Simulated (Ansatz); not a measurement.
**Al₂⁺, doublet: reading a ladder of total energies**

Geometry: that of the Al2, singlet, kept fixed.

```yaml
atoms:
  - { symbol: Al, position_ang: [0.0000, 0.0000, 0.0000] }
  - { symbol: Al, position_ang: [0.0000, 0.0000, 3.0310] }
```

Basis cc-pVTZ; Ansatz 0.2.0. Correlated methods freeze the noble-gas cores, which leaves 5 electrons in 58 orbitals. R marks a restricted (for open shells ROHF) determinant, U an unrestricted one.

Full CI is exact within this basis and frozen core; it isn't the basis-set limit. The frozen core follows each run's orbitals, which can shift R against U totals by a few meV.

Runs differ by some tens of microhartree through their thresholds and, for an open shell, their frozen cores, so steps under 0.1 kcal/mol mean nothing.

| level | total energy (hartree) |
| --- | --- |
| UHF | -483.594907 |
| UMP2 | -483.664131 |
| UCCSD | -483.691359 |
| UCCSD(T) | -483.694085 |
| UCCSDT | -483.694942 |
| UCCSDT(Q) | -483.695044 |
| full CI | -483.695051 |

Question: What is the correlation energy at full CI, and what share of it do UMP2 and UCCSDT recover?

Answer: E(corr) = -483.695051 − (-483.594907) = -0.100144 hartree = -2.725 eV. UMP2: -0.069224 / -0.100144 = 69.12 %. UCCSDT: -0.100035 / -0.100144 = 99.89 %.

Question: By how many kcal/mol does UCCSD(T) miss full CI (1 hartree = 627.509 kcal/mol), and which steps make up the rest?

Answer: -483.694085 − (-483.695051) = 0.000966 hartree = 0.61 kcal/mol. Steps: UCCSDT − UCCSD(T) = -0.54, UCCSDT(Q) − UCCSDT = -0.06, full CI − UCCSDT(Q) = 0.00 kcal/mol. That is within 1 kcal/mol of the reference in this basis, which itself misses far more of the correlation at the basis-set limit.
